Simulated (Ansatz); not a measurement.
## ZrCl, quartet: from triple and quadruple zeta to the limit

```xyz
2

Zr    0.0000    0.0000    0.0000
Cl    0.0000    0.0000    2.3446
```

Ansatz 0.2.0, UHF determinant, valence electrons correlated, core potentials past Kr. Energies in eV.

```csv
set,X,functions,Hartree–Fock,MP2 correlation,CCSD(T) correlation,time
def2-TZVPP,3,98,-13770.8145,-6.2936,-7.1639,"33 s on 1 × NVIDIA H100 80GB HBM3 with 1 thread of AMD EPYC 7R13 Processor (Zen 3), with other jobs on the host"
def2-QZVPP,4,151,-13771.2084,-6.9081,-7.8009,40 s on 1 × NVIDIA H100 80GB HBM3 with 1 thread of AMD EPYC 7R13 Processor (Zen 3) (shared host)
```

Hartree–Fock is taken to follow E(X) = E∞ + A·exp(−7.88·√X), correlation E(X) = E∞ + B·X^−2.97.

Cautions: no spin-orbit coupling; outer-core shells of the metal frozen; lower spins were not checked.

Problem. Work out the CCSD(T) energy at the limit, and how far the shortcut misses it that extrapolates MP2 and adds CCSD(T) minus MP2 from the smaller set.

Solution. Hartree–Fock: E∞ = E4 + 0.1377·(E4 − E3) = -13771.2627. Correlation: E∞ = E4 + 0.7407·(E4 − E3) = -8.2727 for CCSD(T) and -7.3632 for MP2. The limit is -13779.5354 eV, 0.526 eV below def2-QZVPP. The shortcut gives a correlation energy of -7.3632 + (-0.8702) = -8.2335, 39 meV higher than the direct value.

Past Ne part of the Hartree–Fock step between the two sets comes from the cores, which don't follow the formula, so the 54 meV that it adds to the total can overshoot; that part largely cancels in differences.

The exponents were fitted on light atoms, and def2 sets of heavy atoms don't grow evenly, so the limit is rough here.
